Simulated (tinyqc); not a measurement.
Worked calculation (part 2 of 2): UHF in the sto-3g basis, for H2O, spin multiplicity 3. This run ends on a higher stationary point, not on the lowest solution. Computed by tinyqc, a small Python program that keeps every step (integrals from PySCF). Command: `OMP_NUM_THREADS=1 python tinyqc.py 28557 28558 out.jsonl` (the two numbers bound the seeds that draw the settings). One thread of a shared host (Intel(R) Xeon(R) Processor @ 2.60GHz), about 0.1 s of CPU time with the checks.

Geometry (angstrom):
```
atom        x         y        z
O     0.00000   0.00000  0.00000
H     0.00000   1.00000  0.84300
H     0.00000  -1.00000  0.84300
```

## Iteration 2: building the Fock matrix

D(alpha) after iteration 1:
```
           1O 1s     1O 2s   1O 2px    1O 2py    1O 2pz     2H 1s     3H 1s
1O 1s    0.56229  -0.27587  0.00000   0.00000  -0.01660   0.04860   0.04860
1O 2s   -0.27587   1.24253  0.00000   0.00000   0.10750  -0.31821  -0.31821
1O 2px   0.00000   0.00000  1.00000   0.00000   0.00000   0.00000   0.00000
1O 2py   0.00000   0.00000  0.00000   1.06994   0.00000  -0.15315   0.15315
1O 2pz  -0.01660   0.10750  0.00000   0.00000   1.06308  -0.18673  -0.18673
2H 1s    0.04860  -0.31821  0.00000  -0.15315  -0.18673   0.86655   0.23891
3H 1s    0.04860  -0.31821  0.00000   0.15315  -0.18673   0.23891   0.86655
```

D(beta) after iteration 1:
```
           1O 1s     1O 2s   1O 2px    1O 2py    1O 2pz     2H 1s     3H 1s
1O 1s    0.53283  -0.14126  0.00000   0.00000   0.03167   0.01138   0.01138
1O 2s   -0.14126   0.61854  0.00000   0.00000  -0.12256  -0.10242  -0.10242
1O 2px   0.00000   0.00000  1.00000   0.00000   0.00000   0.00000   0.00000
1O 2py   0.00000   0.00000  0.00000   0.01878   0.00000  -0.07604   0.07604
1O 2pz   0.03167  -0.12256  0.00000   0.00000   0.97389  -0.07706  -0.07706
2H 1s    0.01138  -0.10242  0.00000  -0.07604  -0.07706   0.57859  -0.03695
3H 1s    0.01138  -0.10242  0.00000   0.07604  -0.07706  -0.03695   0.57859
```

core Hamiltonian H = T + V (hartree):
```
            1O 1s     1O 2s    1O 2px    1O 2py    1O 2pz     2H 1s     3H 1s
1O 1s   -32.42445  -7.54263   0.00000   0.00000  -0.01072  -0.75954  -0.75954
1O 2s    -7.54263  -9.05206   0.00000   0.00000  -0.13408  -1.97567  -1.97567
1O 2px    0.00000   0.00000  -7.22062   0.00000   0.00000   0.00000   0.00000
1O 2py    0.00000   0.00000   0.00000  -7.28729   0.00000  -1.17936   1.17936
1O 2pz   -0.01072  -0.13408   0.00000   0.00000  -7.26800  -1.02253  -1.02253
2H 1s    -0.75954  -1.97567   0.00000  -1.17936  -1.02253  -3.93860  -0.62708
3H 1s    -0.75954  -1.97567   0.00000   1.17936  -1.02253  -0.62708  -3.93860
```

nuclear repulsion = 6.7381111 hartree

Given earlier and not repeated: Two-electron integrals (ij|kl) in chemists' order.

J_ij = sum D_kl (ij|kl) with D = D(alpha) + D(beta), K_ij = sum D_kl (ik|jl) for each spin; F = H + J - K(s); E = tr D H + tr D J / 2 - 0.5 sum_s tr D(s) K(s) + E_nn.

Coulomb J (hartree):
```
           1O 1s    1O 2s   1O 2px    1O 2py   1O 2pz    2H 1s     3H 1s
1O 1s   13.03746  2.63673  0.00000   0.00000  0.00335  0.26379   0.26379
1O 2s    2.63673  7.37969  0.00000   0.00000  0.08486  1.66661   1.66661
1O 2px   0.00000  0.00000  7.37651   0.00000  0.00000  0.00000   0.00000
1O 2py   0.00000  0.00000  0.00000   7.33662  0.00000  1.09733  -1.09733
1O 2pz   0.00335  0.08486  0.00000   0.00000  7.41194  0.95321   0.95321
2H 1s    0.26379  1.66661  0.00000   1.09733  0.95321  4.23144   0.56335
3H 1s    0.26379  1.66661  0.00000  -1.09733  0.95321  0.56335   4.23144
```

exchange K(alpha) (hartree):
```
          1O 1s    1O 2s   1O 2px    1O 2py   1O 2pz    2H 1s     3H 1s
1O 1s   2.52788  0.49080  0.00000   0.00000  0.00038  0.05384   0.05384
1O 2s   0.49080  1.37891  0.00000   0.00000  0.01611  0.30846   0.30846
1O 2px  0.00000  0.00000  1.17072   0.00000  0.00000  0.00000   0.00000
1O 2py  0.00000  0.00000  0.00000   1.18594  0.00000  0.18044  -0.18044
1O 2pz  0.00038  0.01611  0.00000   0.00000  1.18258  0.15839   0.15839
2H 1s   0.05384  0.30846  0.00000   0.18044  0.15839  0.65674   0.14614
3H 1s   0.05384  0.30846  0.00000  -0.18044  0.15839  0.14614   0.65674
```

exchange K(beta) (hartree):
```
           1O 1s     1O 2s   1O 2px    1O 2py    1O 2pz    2H 1s     3H 1s
1O 1s    2.47265   0.44593  0.00000   0.00000  -0.00499  0.04688   0.04688
1O 2s    0.44593   0.83844  0.00000   0.00000  -0.13460  0.18567   0.18567
1O 2px   0.00000   0.00000  1.03437   0.00000   0.00000  0.00000   0.00000
1O 2py   0.00000   0.00000  0.00000   0.21248   0.00000  0.05965  -0.05965
1O 2pz  -0.00499  -0.13460  0.00000   0.00000   1.00228  0.10785   0.10785
2H 1s    0.04688   0.18567  0.00000   0.05965   0.10785  0.43285   0.06932
3H 1s    0.04688   0.18567  0.00000  -0.05965   0.10785  0.06932   0.43285
```

F(alpha) (hartree):
```
            1O 1s     1O 2s    1O 2px    1O 2py    1O 2pz     2H 1s     3H 1s
1O 1s   -21.91487  -5.39670   0.00000   0.00000  -0.00775  -0.54959  -0.54959
1O 2s    -5.39670  -3.05129   0.00000   0.00000  -0.06532  -0.61752  -0.61752
1O 2px    0.00000   0.00000  -1.01483   0.00000   0.00000   0.00000   0.00000
1O 2py    0.00000   0.00000   0.00000  -1.13661   0.00000  -0.26246   0.26246
1O 2pz   -0.00775  -0.06532   0.00000   0.00000  -1.03864  -0.22771  -0.22771
2H 1s    -0.54959  -0.61752   0.00000  -0.26246  -0.22771  -0.36391  -0.20987
3H 1s    -0.54959  -0.61752   0.00000   0.26246  -0.22771  -0.20987  -0.36391
```

F(beta) (hartree):
```
            1O 1s     1O 2s    1O 2px    1O 2py    1O 2pz     2H 1s     3H 1s
1O 1s   -21.85963  -5.35184   0.00000   0.00000  -0.00237  -0.54263  -0.54263
1O 2s    -5.35184  -2.51081   0.00000   0.00000   0.08539  -0.49473  -0.49473
1O 2px    0.00000   0.00000  -0.87848   0.00000   0.00000   0.00000   0.00000
1O 2py    0.00000   0.00000   0.00000  -0.16314   0.00000  -0.14168   0.14168
1O 2pz   -0.00237   0.08539   0.00000   0.00000  -0.85834  -0.17718  -0.17718
2H 1s    -0.54263  -0.49473   0.00000  -0.14168  -0.17718  -0.14002  -0.13306
3H 1s    -0.54263  -0.49473   0.00000   0.14168  -0.17718  -0.13306  -0.14002
```

total energy of this density = -52.8035832 hartree

This density is a damped mixture and is not idempotent.

## Iteration 2: diagonalisation and new density

X:
```
           1O 1s     1O 2s   1O 2px    1O 2py    1O 2pz     2H 1s     3H 1s
1O 1s    1.02291  -0.13021  0.00000   0.00000  -0.00444   0.01442   0.01442
1O 2s   -0.13021   1.08632  0.00000   0.00000   0.03824  -0.14841  -0.14841
1O 2px   0.00000   0.00000  1.00000   0.00000   0.00000   0.00000   0.00000
1O 2py   0.00000   0.00000  0.00000   1.03585   0.00000  -0.11690   0.11690
1O 2pz  -0.00444   0.03824  0.00000   0.00000   1.02271  -0.08850  -0.08850
2H 1s    0.01442  -0.14841  0.00000  -0.11690  -0.08850   1.06391  -0.04149
3H 1s    0.01442  -0.14841  0.00000   0.11690  -0.08850  -0.04149   1.06391
```

overlap S:
```
          1O 1s    1O 2s   1O 2px    1O 2py   1O 2pz    2H 1s     3H 1s
1O 1s   1.00000  0.23670  0.00000   0.00000  0.00000  0.02362   0.02362
1O 2s   0.23670  1.00000  0.00000   0.00000  0.00000  0.27732   0.27732
1O 2px  0.00000  0.00000  1.00000   0.00000  0.00000  0.00000   0.00000
1O 2py  0.00000  0.00000  0.00000   1.00000  0.00000  0.20037  -0.20037
1O 2pz  0.00000  0.00000  0.00000   0.00000  1.00000  0.16891   0.16891
2H 1s   0.02362  0.27732  0.00000   0.20037  0.16891  1.00000   0.11922
3H 1s   0.02362  0.27732  0.00000  -0.20037  0.16891  0.11922   1.00000
```

A level shift of 0.5 hartree raises the virtual space: F + shift (S - S D(s) S), with D(s) the density of one spin. Diagonalise F' = X^T F X, C = X C', fill 6 alpha and 4 beta electrons from the bottom; D(s) = C_occ C_occ^T; the new density keeps 0.5 of the old one (damping). Each column has its largest component positive (the first on a tie).

F' = X^T F X (alpha) (hartree):
```
           1         2         3         4         5         6         7
1  -21.32597  -2.58144   0.00000   0.00000  -0.01468  -0.04937  -0.04937
2   -2.58144  -2.11363   0.00000   0.00000  -0.03081  -0.21094  -0.21094
3    0.00000   0.00000  -1.01483   0.00000   0.00000   0.00000   0.00000
4    0.00000   0.00000   0.00000  -1.09509   0.00000  -0.16405   0.16405
5   -0.01468  -0.03081   0.00000   0.00000  -1.01350  -0.11001  -0.11001
6   -0.04937  -0.21094   0.00000  -0.16405  -0.11001  -0.06357  -0.22840
7   -0.04937  -0.21094   0.00000   0.16405  -0.11001  -0.22840  -0.06357
```

orbital energies (alpha) (hartree): MO1 -21.66734, MO2 -1.83033, MO3 -1.13646, MO4 -1.03669, MO5 -1.01483, MO6 -0.21071, MO7 0.20619

coefficients C (alpha):
```
             MO1       MO2       MO3       MO4      MO5       MO6       MO7
1O 1s    0.99714  -0.25509   0.00000   0.02421  0.00000   0.06165   0.00000
1O 2s    0.01215   1.03433   0.00000  -0.10930  0.00000  -0.40077   0.00000
1O 2px   0.00000   0.00000   0.00000   0.00000  1.00000   0.00000   0.00000
1O 2py   0.00000   0.00000   0.99075   0.00000  0.00000   0.00000  -0.34457
1O 2pz   0.00093   0.08597   0.00000   0.97857  0.00000  -0.31320   0.00000
2H 1s   -0.00156  -0.01516   0.02211   0.04793  0.00000   0.74175   0.79002
3H 1s   -0.00156  -0.01516  -0.02211   0.04793  0.00000   0.74175  -0.79002
```

F' = X^T F X (beta) (hartree):
```
           1         2         3         4         5         6         7
1  -21.26818  -2.63721   0.00000   0.00000  -0.03766  -0.04744  -0.04744
2   -2.63721  -1.30975   0.00000   0.00000   0.21148  -0.23485  -0.23485
3    0.00000   0.00000  -0.87848   0.00000   0.00000   0.00000   0.00000
4    0.00000   0.00000   0.00000   0.39319   0.00000  -0.14057   0.14057
5   -0.03766   0.21148   0.00000   0.00000  -0.80028  -0.13306  -0.13306
6   -0.04744  -0.23485   0.00000  -0.14057  -0.13306   0.25626  -0.05419
7   -0.04744  -0.23485   0.00000   0.14057  -0.13306  -0.05419   0.25626
```

orbital energies (beta) (hartree): MO1 -21.61132, MO2 -1.13667, MO3 -0.87848, MO4 -0.76262, MO5 0.14877, MO6 0.33447, MO7 0.55487

coefficients C (beta):
```
             MO1       MO2      MO3       MO4       MO5       MO6       MO7
1O 1s    0.99768  -0.22213  0.00000  -0.10867   0.00000   0.08494   0.00000
1O 2s    0.00987   0.90243  0.00000   0.42598   0.00000  -0.49661   0.00000
1O 2px   0.00000   0.00000  1.00000   0.00000   0.00000   0.00000   0.00000
1O 2py   0.00000   0.00000  0.00000   0.00000   0.52534   0.00000   0.90793
1O 2pz   0.00044  -0.47004  0.00000   0.85270   0.00000  -0.33919   0.00000
2H 1s   -0.00125   0.01473  0.00000   0.08296   0.53263   0.73867  -0.58389
3H 1s   -0.00125   0.01473  0.00000   0.08296  -0.53263   0.73867   0.58389
```

D(alpha) after iteration 2:
```
           1O 1s     1O 2s   1O 2px    1O 2py    1O 2pz     2H 1s     3H 1s
1O 1s    0.81301  -0.27748  0.00000   0.00000  -0.01661   0.04890   0.04890
1O 2s   -0.27748   1.24254  0.00000   0.00000   0.10750  -0.31821  -0.31821
1O 2px   0.00000   0.00000  1.00000   0.00000   0.00000   0.00000   0.00000
1O 2py   0.00000   0.00000  0.00000   1.02576   0.00000  -0.06562   0.06562
1O 2pz  -0.01661   0.10750  0.00000   0.00000   1.06308  -0.18673  -0.18673
2H 1s    0.04890  -0.31821  0.00000  -0.06562  -0.18673   0.70988   0.39558
3H 1s    0.04890  -0.31821  0.00000   0.06562  -0.18673   0.39558   0.70988
```

D(beta) after iteration 2:
```
           1O 1s     1O 2s   1O 2px    1O 2py    1O 2pz     2H 1s     3H 1s
1O 1s    0.79468  -0.18908  0.00000   0.00000   0.02193  -0.00108  -0.00108
1O 2s   -0.18908   0.80724  0.00000   0.00000  -0.09175  -0.02690  -0.02690
1O 2px   0.00000   0.00000  1.00000   0.00000   0.00000   0.00000   0.00000
1O 2py   0.00000   0.00000  0.00000   0.00939   0.00000  -0.03802   0.03802
1O 2pz   0.02193  -0.09175  0.00000   0.00000   0.96096  -0.00662  -0.00662
2H 1s   -0.00108  -0.02690  0.00000  -0.03802  -0.00662   0.29285  -0.01492
3H 1s   -0.00108  -0.02690  0.00000   0.03802  -0.00662  -0.01492   0.29285
```

## Convergence

Stop when the energy changes by less than 1e-08 hartree and every element of the error matrix X^T (F D S - S D F) X (for each spin) is below 3e-05.

Course of the cycle:
```
iteration  E (hartree)     change  largest element of the error matrix
1          -29.1314504          -                             2.49e-01
2          -52.8035832  -2.37e+01                             1.68e-01
3          -63.7880212  -1.10e+01                             1.09e-01
4          -69.1101211  -5.32e+00                             1.20e-01
5          -71.7645856  -2.65e+00                             1.34e-01
6          -73.1139987  -1.35e+00                             1.31e-01
7          -73.8077307  -6.94e-01                             1.17e-01
8          -74.1665744  -3.59e-01                             9.98e-02
9          -74.3528956  -1.86e-01                             8.23e-02
10         -74.4499707  -9.71e-02                             6.67e-02
11         -74.5007732  -5.08e-02                             5.38e-02
12         -74.5275360  -2.68e-02                             4.34e-02
13         -74.5417763  -1.42e-02                             3.52e-02
14         -74.5494676  -7.69e-03                             2.89e-02
...                ...        ...                                  ...
49         -74.5610371  -1.62e-06                             6.65e-04
50         -74.5610384  -1.35e-06                             6.07e-04
51         -74.5610396  -1.13e-06                             5.54e-04
52         -74.5610405  -9.40e-07                             5.06e-04
53         -74.5610413  -7.83e-07                             4.62e-04
54         -74.5610419  -6.53e-07                             4.22e-04
55         -74.5610425  -5.44e-07                             3.85e-04
56         -74.5610429  -4.53e-07                             3.51e-04
57         -74.5610433  -3.77e-07                             3.20e-04
58         -74.5610436  -3.14e-07                             2.92e-04
59         -74.5610439  -2.62e-07                             2.67e-04
60         -74.5610441  -2.18e-07                             2.43e-04
61         -74.5610443  -1.81e-07                             2.22e-04
62         -74.5610444  -1.51e-07                             2.03e-04
```

PySCF UHF in the same basis, after a stability check = -74.7142031 hartree

Not converged within the cap of 62 iterations: the residual falls steadily but slowly, by a factor of about 0.91 a step. Reruns (cap 100 unless said): DIIS 8: converged in 16 to a higher stationary point; level shift 0.5: converged in 39 to a higher stationary point; atomic densities as start, DIIS 8: converged in 12; the original settings with a cap of 400: converged in 83 to a higher stationary point.
